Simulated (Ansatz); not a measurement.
H2As–AsH2, triplet: reading a ladder of total energies

Geometry: that of the H2As–AsH2, singlet, kept fixed. The singlet lies 4.5 eV lower here.

```xyz
6

As    0.0276    0.0000    1.2417
As    0.0276    0.0000   -1.2417
H    -1.0276    1.0883    1.3713
H    -1.0267   -1.0892    1.3713
H    -1.0276    1.0883   -1.3713
H    -1.0267   -1.0892   -1.3713
```

Basis cc-pVTZ; Ansatz 0.2.0. Only valence electrons are correlated (noble-gas cores and the filled d shells of p-block atoms frozen), which leaves 14 electrons in 114 orbitals. Prefix R: restricted or restricted open-shell reference; prefix U: unrestricted. No spin–orbit coupling is included, and no scalar relativity.

Full CI isn't at hand for all of this; UCCSDT(Q) serves as the reference, and is uncertain by the last step of the cluster series or more.

UCCSD has a T1 diagnostic of 0.017 and a largest doubles amplitude of 0.04.

Runs differ by some tens of microhartree through their thresholds and, for an open shell, their frozen cores, so steps under 0.03 kcal/mol mean nothing.

Here the R and U totals at CCSDT(Q) differ by 0.16 kcal/mol, a measure of how far such totals hang on the determinant and its frozen core.

```tsv
level	total energy (hartree)
UHF	-4470.651068
UMP2	-4470.927548
UCCSD	-4470.972123
UCCSD(T)	-4470.984870
UCCSDT	-4470.986697
UCCSDT(Q)	-4470.987366
```

Task: What is the correlation energy at UCCSDT(Q), and what share of it do UMP2 and UCCSD(T) recover?

Result: E(corr) = -4470.987366 − (-4470.651068) = -0.336298 hartree = -9.151 eV. UMP2: -0.276480 / -0.336298 = 82.21 %. UCCSD(T): -0.333802 / -0.336298 = 99.26 %.

Task: By how many kcal/mol does UCCSD(T) miss UCCSDT(Q) (1 hartree = 627.509 kcal/mol), and which steps make up the rest?

Result: -4470.984870 − (-4470.987366) = 0.002496 hartree = 1.57 kcal/mol. Steps: UCCSDT − UCCSD(T) = -1.15, UCCSDT(Q) − UCCSDT = -0.42 kcal/mol. Differences between like states or geometries often cancel part of this.
